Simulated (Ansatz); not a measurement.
# TiH3 (doublet): one molecule under many settings

Aim: run TiH3 (doublet) under a spread of inputs, and see what each costs and gives.

The runs use Ansatz 0.2.0, Gaussian basis; the settings change from run to run.

## (1) The geometry

An earlier PBE-D4 in a triple-zeta def2 set relaxation fixed the geometry.

4 atoms, charge 0, spin multiplicity 2.

Atoms are counted from 1 here; the program's logs count them from 0.

Bond lengths: Ti1–H2 1.731 Å, Ti1–H3 1.731 Å, Ti1–H4 1.731 Å. Angles: H2–Ti1–H3 116.2°, H2–Ti1–H4 116.2°, H3–Ti1–H4 116.2°.

Geometry (Å):

```xyz
4
charge 0, multiplicity 2
Ti   -0.0022    0.0021    0.2576
H     1.6971   -0.0285   -0.0711
H    -0.8232    1.4823   -0.1050
H    -0.8717   -1.4559   -0.0815
```

## (2) B97M-V/def2-SVP

This run has atoms shaken by 0.15 Å, a point charge of 1.00 e beside it.

File in.yaml:

```yaml
crystal:
  periodic: [false, false, false]
  atoms:
    - {symbol: Ti, position_ang: [-0.030015, -0.022655, 0.168840]}
    - {symbol: H, position_ang: [1.650431, 0.054351, -0.071335]}
    - {symbol: H, position_ang: [-0.593932, 1.418523, -0.233762]}
    - {symbol: H, position_ang: [-0.903909, -1.428486, 0.111955]}
basis:
  gaussian: {orbitals: def2-SVP, point_charges: [{charge: 1.00, position_ang: [4.544, 0.860, 0.290]}]}
magnetization: {spin_polarized: true, initial_magnetization: 1}
hamiltonian: {xc: {name: B97M-V}}
scf: {omitted_lower_state_checks: [starts]}
output: {forces: true}
```

Started as:

```bash
$ ansatz run in.yaml --threads 4 --pin off --events-out ev --progress --plain --max-ram 3916MiB
```

Standard output:

```text
Functional definition: B97M-V
  name "B97M-V"
  cite "Mardirossian & Head-Gordon, J. Chem. Phys. 142, 074111 (2015) doi:10.1063/1.4907719"
  cite "Becke, J. Chem. Phys. 107, 8554 (1997) doi:10.1063/1.475007"
  cite "Vydrov & Van Voorhis, J. Chem. Phys. 133, 244103 (2010) doi:10.1063/1.3521275"
  # Of w^i u^j: cxij and so on, Table III.
  parameter cx00 = 1.000
  parameter cx01 = 1.308
  parameter cx02 = 1.901
  parameter cx10 = 0.416
  parameter cx11 = 3.070
  parameter css00 = 1.000
  parameter css02 = -1.855
  parameter css10 = -5.668
  parameter css32 = -20.497
  parameter css42 = -20.364
  parameter cos00 = 1.000
  parameter cos01 = 1.573
  parameter cos03 = -6.298
  parameter cos10 = 2.535
  parameter cos32 = -6.427
  parameter b = 6.0
  parameter c = 0.01
  gx(w, u) = cx00 + cx01*u + cx02*u^2 + (cx10 + cx11*u)*w
  gss(w, u) = css00 + css02*u^2 + css10*w + (css32*w^3 + css42*w^4)*u^2
  gos(w, u) = cos00 + cos01*u + cos03*u^3 + cos10*w + cos32*w^3*u^2
  exchange = spin_sum(e_x_unif_s*gx(b97_w, b97_u_x))
  correlation = spin_sum(e_c_pw_mod_same_spin*gss(b97_w, b97_u_same))
      + integral(e_c_pw_mod_opposite_spin*gos(b97_w_opposite, b97_u_opposite)) + vv10(b, c)
these checks for a lower state are left out or cut short: starts
554 factors; their error is unknown
mean field evaluation 1: about -23150.9722 eV, gradient 1.1e1 eV
mean field evaluation 2: about -23151.6645 eV, gradient 7.8e0 eV
mean field evaluation 4: about -23152.0798 eV, gradient 1.4e0 eV
mean field evaluation 8: about -23152.1163 eV, gradient 3.4e-1 eV
mean field evaluation 16: about -23152.4068 eV, gradient 8.5e-3 eV
mean field evaluation 32: about -23152.4054 eV, gradient 1.3e-5 eV
mean field -23152.40538226 eV, -850.8352045341 hartree, gradient 4.2e-6 eV, S^2 0.768381; 0 other end points of the search recorded, 0 dependent functions left out
the calculation of the forces begins
reference -23152.40545763 eV, -850.8352073039 hartree; 13, 12 occupied and 33, 34 virtual orbitals, 554 factors
Total energy: -23152.40545763 eV, -850.8352073039 hartree
Atom 0 at    -0.030015    -0.022655     0.168840 Å, force     0.313485    -0.529156     0.509891 eV/Å
Atom 1 at     1.650431     0.054351    -0.071335 Å, force     1.243759    -0.030896     0.082633 eV/Å
Atom 2 at    -0.593932     1.418523    -0.233762 Å, force    -0.779728     1.286349    -0.386792 eV/Å
Atom 3 at    -0.903909    -1.428486     0.111955 Å, force    -0.441393    -0.623230    -0.107128 eV/Å
Dipole moment:    -0.449700    -0.070978     0.284931 e Å
Checks for a lower state left out: starts
```

Run time: 1.8 s. Hardware: 4 threads of AMD EPYC 9R45, shared host.

Largest force 1.553 eV/Å, dipole 2.58 D, ⟨S²⟩ 0.768.

## (3) rPW86-PBE/def2-SVPD

This run has rVV10 dispersion, the search for lower states set to off.

File in.yaml:

```yaml
crystal:
  periodic: [false, false, false]
  atoms:
    - {symbol: Ti, position_ang: [-0.002206, 0.002060, 0.257553]}
    - {symbol: H, position_ang: [1.697117, -0.028485, -0.071058]}
    - {symbol: H, position_ang: [-0.823173, 1.482314, -0.105029]}
    - {symbol: H, position_ang: [-0.871748, -1.455890, -0.081465]}
basis:
  gaussian: {orbitals: def2-SVPD}
magnetization: {spin_polarized: true, initial_magnetization: 1}
hamiltonian: {xc: {name: rPW86-PBE}, dispersion: rvv10}
scf: {lower_state_search: off}
```

The command is unchanged.

Standard output:

```text
Functional definition: rPW86-PBE+rVV10
  name "rPW86-PBE+rVV10"
  cite "Murray, Lee & Langreth, J. Chem. Theory Comput. 5, 2754 (2009) doi:10.1021/ct900365q"
  cite "Perdew, Burke & Ernzerhof, Phys. Rev. Lett. 77, 3865 (1996) doi:10.1103/PhysRevLett.77.3865"
  cite "Vydrov & Van Voorhis, J. Chem. Phys. 133, 244103 (2010) doi:10.1063/1.3521275"
  cite "Sabatini, Gorni & de Gironcoli, Phys. Rev. B 87, 041108(R) (2013) doi:10.1103/PhysRevB.87.041108"
  parent "pbe"
  exchange = rpw86_x
  correlation = pbe_c + rvv10(6.3, 0.0093)
these checks for a lower state are left out or cut short: stability, starts, cluster_reference, orbital_swaps, neighbouring_geometries, increment
568 factors; their error is unknown
mean field evaluation 1: about -23168.9759 eV, gradient 1.2e1 eV
mean field evaluation 2: about -23168.5246 eV, gradient 1.6e1 eV
mean field evaluation 4: about -23170.4251 eV, gradient 2.7e0 eV
mean field evaluation 8: about -23170.5281 eV, gradient 3.0e-1 eV
mean field evaluation 16: about -23170.5304 eV, gradient 4.1e-3 eV
mean field -23170.53040830 eV, -851.5012869555 hartree, gradient 9.8e-6 eV, S^2 0.759465; 0 other end points of the search recorded, 0 dependent functions left out
reference -23170.53053276 eV, -851.5012915291 hartree; 13, 12 occupied and 45, 46 virtual orbitals, 568 factors
Total energy: -23170.53053276 eV, -851.5012915291 hartree
Checks for a lower state left out: stability, starts, cluster_reference, orbital_swaps, neighbouring_geometries, increment
```

It took 0.65 s on 4 threads of AMD EPYC 9R45, shared host.

⟨S²⟩ 0.759.

## (4) RPBE/6-31G*

This run has multiplicity 4, restricted open-shell orbitals, finite nuclei, the search for lower states set to light.

Edit in.yaml of step 3 so:

```diff
@@ -8,5 +8,5 @@
 basis:
-  gaussian: {orbitals: def2-SVPD}
-magnetization: {spin_polarized: true, initial_magnetization: 1}
-hamiltonian: {xc: {name: rPW86-PBE}, dispersion: rvv10}
-scf: {lower_state_search: off}
+  gaussian: {orbitals: "6-31G*", nuclear_model: gaussian}
+magnetization: {spin_polarized: false, initial_magnetization: 3}
+hamiltonian: {xc: {name: RPBE}}
+scf: {lower_state_search: light}
```

Launched as before.

Standard output:

```text
Functional definition: RPBE
  name "RPBE"
  cite "Hammer, Hansen & Nørskov, Phys. Rev. B 59, 7413 (1999) doi:10.1103/PhysRevB.59.7413"
  cite "Perdew, Burke & Ernzerhof, Phys. Rev. Lett. 77, 3865 (1996) doi:10.1103/PhysRevLett.77.3865"
  parameter kappa = 0.804
  parameter beta = 0.06672455060314922
  exchange = rpbe_x(kappa = kappa, mu = beta*pi^2/3)
  correlation = pbe_c(beta = beta)
546 factors; their error is unknown
mean field evaluation 1: about -23151.8967 eV, gradient 2.5e1 eV
mean field evaluation 2: about -23124.1731 eV, gradient 6.7e1 eV
mean field evaluation 4: about -23151.5531 eV, gradient 2.0e1 eV
mean field evaluation 8: about -23153.5192 eV, gradient 1.2e1 eV
mean field evaluation 16: about -23154.2911 eV, gradient 3.8e0 eV
mean field evaluation 32: about -23154.4883 eV, gradient 5.4e-3 eV
mean field evaluation 64: about -23153.4731 eV, gradient 9.4e0 eV
mean field evaluation 96: about -23154.4852 eV, gradient 5.4e-2 eV
mean field evaluation 128: about -23154.4863 eV, gradient 8.4e-1 eV
mean field evaluation 160: about -23153.4981 eV, gradient 7.1e-1 eV
mean field evaluation 192: about -23154.4903 eV, gradient 8.3e-5 eV
mean field evaluation 224: about -23140.5489 eV, gradient 3.1e1 eV
mean field evaluation 256: about -23142.0915 eV, gradient 1.2e1 eV
mean field evaluation 288: about -23154.4798 eV, gradient 3.6e-1 eV
mean field evaluation 320: about -23154.4863 eV, gradient 7.4e-2 eV
mean field evaluation 352: about -23154.2237 eV, gradient 4.3e0 eV
mean field evaluation 384: about -23154.0709 eV, gradient 2.6e0 eV
mean field -23154.49030433 eV, -850.9118240068 hartree, gradient 2.3e-6 eV, S^2 3.750000; 18 other end points of the search recorded, 0 dependent functions left out
reference -23154.49036608 eV, -850.9118262763 hartree; 14, 11 occupied and 28, 31 virtual orbitals, 546 factors
Total energy: -23154.49036608 eV, -850.9118262763 hartree
```

It took 4.1 s on 4 threads of AMD EPYC 9R45, shared host.

## (5) B3LYP5/def2-SVP

Options: atoms shaken by 0.15 Å, a point charge of 2.00 e beside it.

File in.yaml:

```yaml
crystal:
  periodic: [false, false, false]
  atoms:
    - {symbol: Ti, position_ang: [0.084384, -0.125388, 0.086691]}
    - {symbol: H, position_ang: [1.920146, -0.422366, -0.174271]}
    - {symbol: H, position_ang: [-1.030653, 1.460791, -0.061896]}
    - {symbol: H, position_ang: [-0.703522, -1.570429, 0.005389]}
basis:
  gaussian: {orbitals: def2-SVP, point_charges: [{charge: 2.00, position_ang: [6.086, -0.297, 0.298]}]}
magnetization: {spin_polarized: true, initial_magnetization: 1}
hamiltonian: {xc: {name: B3LYP5}}
```

Launched as before.

Standard output:

```text
Functional definition: B3LYP5
  name "B3LYP5"
  cite "Stephens, Devlin, Chabalowski & Frisch, J. Phys. Chem. 98, 11623 (1994) doi:10.1021/j100096a001"
  cite "Becke, Phys. Rev. A 38, 3098 (1988) doi:10.1103/PhysRevA.38.3098"
  cite "Lee, Yang & Parr, Phys. Rev. B 37, 785 (1988) doi:10.1103/PhysRevB.37.785"
  cite "Vosko, Wilk & Nusair, Can. J. Phys. 58, 1200 (1980) doi:10.1139/p80-159"
  parameter a0 = 0.2
  parameter ax = 0.72
  parameter ac = 0.81
  exchange = (1 - a0 - ax)*slater_x + ax*b88_x + a0*exact_x
  correlation = (1 - ac)*vwn5_c + ac*lyp_c
507 factors; integrals over basis functions are off by at most 1.3e-3 eV
mean field evaluation 1: about -23154.8079 eV, gradient 1.1e1 eV
mean field evaluation 2: about -23153.4276 eV, gradient 1.9e1 eV
mean field evaluation 4: about -23155.7641 eV, gradient 1.3e0 eV
mean field evaluation 8: about -23155.8026 eV, gradient 1.5e-1 eV
mean field evaluation 16: about -23155.8047 eV, gradient 6.6e-2 eV
mean field evaluation 32: about -23155.9053 eV, gradient 9.3e-6 eV
mean field -23155.90525033 eV, -850.9638223135 hartree, gradient 2.8e-6 eV, S^2 0.778526; 6 other end points of the search recorded, 0 dependent functions left out
reference -23155.90547619 eV, -850.9638306136 hartree; 13, 12 occupied and 33, 34 virtual orbitals, 507 factors
Total energy: -23155.90547619 eV, -850.9638306136 hartree
```

It took 0.7 s on 4 threads of AMD EPYC 9R45, shared host.

⟨S²⟩ 0.779.

## (6) The runs in one table

```tsv
level	charge	multiplicity	geometry	functions	energy (eV)	time
B97M-V/def2-SVP	0	2	shaken, point charge	46	-23152.405	1.8 s
rPW86-PBE/def2-SVPD	0	2	relaxed	58	-23170.531	0.65 s
RPBE/6-31G*	0	4	relaxed	42	-23154.490	4.1 s
B3LYP5/def2-SVP	0	2	shaken, point charge	46	-23155.905	0.7 s
```

## (7) Outcome

```
quantity                        value
    runs                            4
quickest  rPW86-PBE/def2-SVPD, 0.65 s
 slowest           RPBE/6-31G*, 4.1 s
```

**Reading.** The runs differ in state or geometry as well as level, so their energies can't be set against each other. Run time spans a factor of 6, from rPW86-PBE/def2-SVPD to RPBE/6-31G*. The jobs differ in tasks and options as well as level.
